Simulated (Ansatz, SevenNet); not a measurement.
For rock-salt PbSe, the machine-learned potential SevenNet-l3i5 (trained on PBE and PBE+U data) gives:

- lattice parameter a: 6.220 Å
- bulk modulus: 45.8 GPa

**Question.** What does r²SCANh (PAW; Ansatz, an electronic-structure program) give for the same quantities?

**Answer.** 
- lattice constant a: 6.170 Å (decreases by 0.8 %)
- bulk modulus: 52.4 GPa (goes up by 14 %)

For comparison: lattice constant a 6.105 Å (measured, 120 K, not corrected to a static lattice; as tabulated in Noda, Masumoto, Ohba, Saito, Toriumi, Iwata, Shibuya, Acta Cryst. C 43, 1443 …); bulk modulus 47.9 ± 0.4 GPa (measured, 298 K, not corrected to a static lattice, isothermal, neutron diffraction, our sources range from 47.9 to 54.1; as tabulated in Knight et al. (2022), doi:10.1039/d1ma01093j).

Changes are worked out from the printed values.

Unless a cell is named, each level is at its own relaxed cell (SevenNet-l3i5 30.08, r²SCANh 29.36 Å³/atom).

Levels without +SOC leave out spin–orbit coupling, which shifts energies and cells of such heavy elements.

Ansatz's density-functional and Hartree–Fock values are scalar-relativistic unless marked +SOC, with PAW data made under PBE.
